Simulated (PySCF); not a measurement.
Mapped SMILES: `[O:1]=[C:2]([OH:3])[C@@H:4]1[CH2:5][O:6]1`. Hydrogens are named by the atom that carries them. Ha(C5) is cis to C2 on the ring; Hb(C5) is trans to C2 on the ring.

GIAO PBE0/pcSseg-1 shifts (PySCF 2.14.0 with density-fitted response routines, gas phase, non-relativistic, equivalent atoms averaged), each against references optimised in the same way as the molecule (H2O, TMS).

On the GFN2-xTB geometry: O1 453.4, O3 195.0, O6 34.8, C2 175.8, C4 46.7, C5 46.2, H(O3) 6.07, H(C4) 3.11, Ha(C5) 2.91, Hb(C5) 2.80 ppm.

What changes on the PBE0-D3(BJ)/def2-SVP geometry?

Results:


```json
{"atoms": "O1", "δ (ppm)": "447.4", "change": "-6.0"}
{"atoms": "O3", "δ (ppm)": "199.4", "change": "+4.4"}
{"atoms": "O6", "δ (ppm)": "36.6", "change": "+1.8"}
{"atoms": "C2", "δ (ppm)": "174.7", "change": "-1.1"}
{"atoms": "C4", "δ (ppm)": "46.1", "change": "-0.6"}
{"atoms": "C5", "δ (ppm)": "46.5", "change": "+0.3"}
{"atoms": "H(O3)", "δ (ppm)": "5.55", "change": "-0.52"}
{"atoms": "H(C4)", "δ (ppm)": "2.97", "change": "-0.14"}
{"atoms": "Ha(C5)", "δ (ppm)": "2.80", "change": "-0.11"}
{"atoms": "Hb(C5)", "δ (ppm)": "2.77", "change": "-0.03"}
```

Bonds between heavy atoms that differ most (equivalent bonds averaged): C5–O6 1.388 → 1.400 Å, O6–C4 1.396 → 1.405 Å, C2–C4 1.499 → 1.496 Å, C2–O3 1.331 → 1.335 Å. Mean change of bonds to hydrogen: O–H -0.001 Å, C–H +0.012 Å.
